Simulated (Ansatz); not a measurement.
**C₂H₇B (SMILES CBC): functionals against CCSD(T) at one geometry**

A test off equilibrium: a structure displaced at random from a GFN2-xTB minimum is computed at several levels, and each is set against CCSD(T).

Method: single points in def2-TZVPP; program: Ansatz 0.2.0, Gaussian basis.

Cores are frozen in the correlated methods.

**1. The system as given**

10 atoms, charge 0, spin multiplicity 1.

Atoms are counted from 1 here; the program's logs count them from 0.

Bond lengths: C1–B2 1.522 Å, C1–H4 1.019 Å, C1–H5 1.160 Å, C1–H6 1.053 Å, B2–C3 1.578 Å, B2–H7 1.201 Å, C3–H8 1.084 Å, C3–H9 1.024 Å, C3–H10 1.006 Å. Angles: B2–C1–H4 115.5°, B2–C1–H5 107.4°, B2–C1–H6 117.7°, H4–C1–H5 99.0°, H4–C1–H6 110.4°, H5–C1–H6 104.3°, C1–B2–C3 127.7°, C1–B2–H7 113.8°, C3–B2–H7 117.5°, B2–C3–H8 105.4°, B2–C3–H9 114.4°, B2–C3–H10 115.8°, H8–C3–H9 107.9°, H8–C3–H10 109.1°, H9–C3–H10 104.1°.

Coordinates:

```
C    -0.9989    0.7459   -0.5546
B     0.1224   -0.2786   -0.4505
C     0.9820   -0.6426    0.8220
H    -1.8920    0.3869   -0.8905
H    -0.7428    1.4529   -1.4378
H    -1.1478    1.3932    0.2630
H     0.2011   -1.0094   -1.4004
H     0.7838   -1.6915    1.0124
H     0.7329   -0.1176    1.6653
H     1.9745   -0.5055    0.7328
```

**2. CCSD(T)/def2-TZVPP**

File run/in.yaml:

```yaml
crystal:
  periodic: [false, false, false]
  atoms:
    - {symbol: C, position_ang: [-0.998900, 0.745900, -0.554600]}
    - {symbol: B, position_ang: [0.122400, -0.278600, -0.450500]}
    - {symbol: C, position_ang: [0.982000, -0.642600, 0.822000]}
    - {symbol: H, position_ang: [-1.892000, 0.386900, -0.890500]}
    - {symbol: H, position_ang: [-0.742800, 1.452900, -1.437800]}
    - {symbol: H, position_ang: [-1.147800, 1.393200, 0.263000]}
    - {symbol: H, position_ang: [0.201100, -1.009400, -1.400400]}
    - {symbol: H, position_ang: [0.783800, -1.691500, 1.012400]}
    - {symbol: H, position_ang: [0.732900, -0.117600, 1.665300]}
    - {symbol: H, position_ang: [1.974500, -0.505500, 0.732800]}
basis:
  gaussian: {orbitals: def2-TZVPP}
correlation: {method: ccsd_t}
output: {forces: true}
```

The command line of these runs was not kept.

**3. PBE0-D4/def2-TZVPP**

run/in.yaml: that of step 2 with these lines changed.

```diff
@@ -15,3 +15,3 @@
   gaussian: {orbitals: def2-TZVPP}
-correlation: {method: ccsd_t}
-output: {forces: true}
+hamiltonian: {xc: pbe0, dispersion: d4}
+output: {forces: true, orbitals: {seedname: orbitals}}
```

**4. wB97M-V/def2-TZVPP**

run/in.yaml: that of step 3 with these lines changed.

```diff
@@ -15,3 +15,3 @@
   gaussian: {orbitals: def2-TZVPP}
-hamiltonian: {xc: pbe0, dispersion: d4}
-output: {forces: true, orbitals: {seedname: orbitals}}
+hamiltonian: {xc: {name: wB97M-V}}
+output: {forces: true}
```

**5. r2SCAN-D4/def2-TZVPP**

run/in.yaml: that of step 4 with these lines changed.

```diff
@@ -15,3 +15,3 @@
   gaussian: {orbitals: def2-TZVPP}
-hamiltonian: {xc: {name: wB97M-V}}
+hamiltonian: {xc: r2scan, dispersion: d4}
 output: {forces: true}
```

**6. PBE-D4/def2-TZVPP**

run/in.yaml: that of step 5 with these lines changed.

```diff
@@ -15,3 +15,3 @@
   gaussian: {orbitals: def2-TZVPP}
-hamiltonian: {xc: r2scan, dispersion: d4}
+hamiltonian: {xc: pbe, dispersion: d4}
 output: {forces: true}
```

**7. LC-wPBE/def2-TZVPP**

run/in.yaml: that of step 6 with these lines changed.

```diff
@@ -15,3 +15,3 @@
   gaussian: {orbitals: def2-TZVPP}
-hamiltonian: {xc: pbe, dispersion: d4}
+hamiltonian: {xc: {name: LC-wPBE}}
 output: {forces: true}
```

**8. B97M-V/def2-TZVPP**

run/in.yaml: that of step 7 with these lines changed.

```diff
@@ -15,3 +15,3 @@
   gaussian: {orbitals: def2-TZVPP}
-hamiltonian: {xc: {name: LC-wPBE}}
+hamiltonian: {xc: {name: B97M-V}}
 output: {forces: true}
```

(Steps that only read results are left out.)

**Question.** What will these runs give? Wanted: energy less free atoms, CCSD(T)/def2-TZVPP; RMS force component; RMS force error; HOMO and LUMO, PBE0-D4; T1 diagnostic.

The runs gave:

| quantity | value |
| --- | --- |
| energy less free atoms, CCSD(T)/def2-TZVPP | -3616.1 kJ/mol |
| RMS force component | 1.419 to 1.531 eV/Å over the methods |
| RMS force error | PBE0-D4 0.101, wB97M-V 0.065, r2SCAN-D4 0.102, PBE-D4 0.183, LC-wPBE 0.090, B97M-V 0.142 eV/Å |
| HOMO and LUMO, PBE0-D4 | -8.53 and -0.63 eV |
| T1 diagnostic | 0.009 |

What this shows: Against CCSD(T) the functionals' energies less atoms differ by -120.8 to -78.6 kJ/mol, PBE-D4 by -120.8 kJ/mol. CCSD(T) in triple zeta still lacks some correlation energy of the bonds, so part of these gaps is its own basis error and they don't rank the functionals. For forces wB97M-V does best and PBE-D4 worst. Frozen-core CCSD(T) forces in triple zeta carry basis errors of their own, and this is one geometry, so small gaps rank nothing.
